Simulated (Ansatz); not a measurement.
Compare A (`C=C=CCO`) with its isomer B (`CC1(O)C=C1`).

Isolated molecules relaxed with PBE0-D4/def2-TZVP in Ansatz; ΔE leaves out vibrations. CBS: MP2 limit from def2 TZ/QZ plus the TZ coupled-cluster correction, frozen cores. Functionals use def2-TZVPP. Each species was taken in one conformer, which may not be the lowest.

A:

```xyz
11

C    -0.253   -2.221    0.458
C    -0.166   -1.068   -0.135
C    -0.061    0.092   -0.717
C     0.571    1.291   -0.072
O    -0.327    2.378    0.021
H    -1.111   -2.476    1.072
H     0.528   -2.968    0.354
H    -0.464    0.229   -1.718
H     0.976    1.012    0.908
H     1.401    1.650   -0.687
H    -1.095    2.082    0.517
```

B:

Z-matrix (Å, degrees):
```
C
C 1 1.502
H 1 1.093 2 110.3
H 1 1.090 2 110.6 3 -120.6
H 1 1.093 2 110.3 3 118.8
O 2 1.410 1 107.9 3 -59.4
C 2 1.480 1 123.9 3 152.7
C 2 1.479 1 123.9 3 88.6
H 6 0.961 2 107.9 1 -180.0
H 7 1.080 2 148.0 1 73.7
H 8 1.080 2 148.0 1 -73.7
```

Task: Which is lower in electronic energy at CCSD(T)/CBS, and by how much? (Estimate.)

Result: The calculation gave: A, by 54.7 kJ/mol.

Task: Give E(B) − E(A) in kJ/mol with CCSD(T)/def2-TZVPP, r2SCAN-D4, B2PLYP, CCSD/def2-TZVPP, MP2/def2-TZVPP, CCSD(T)/def2-SVP, LDA (SPW92). (Best estimate.)

Result: Computed: CCSD(T)/def2-TZVPP 57.9, r2SCAN-D4 57.1, B2PLYP 65.1, CCSD/def2-TZVPP 59.0, MP2/def2-TZVPP 43.0, CCSD(T)/def2-SVP 46.6, LDA (SPW92) 41.5. None reverses the order clearly.

Task: Does the order hold for the free energy at 298.15 K (harmonic terms from PBE0-D4)? (Best estimate.)

Result: The calculation gave: Yes: G(B) − G(A) = +55.4 kJ/mol, for one conformer each.

Largest T1 diagnostic: 0.012.

At CCSD(T), def2-SVP lies −8.1 kJ/mol from the extrapolated value and def2-TZVPP +3.1 kJ/mol. The D4 term adds −3.1 kJ/mol with B3LYP and −1.4 kJ/mol with PBE0; it sums over pairs of atoms, weighted by their polarisabilities, and B3LYP, whose exchange is more repulsive, gets the larger term.

B3LYP here is the variant with VWN-RPA as its local correlation; programs differ in this.
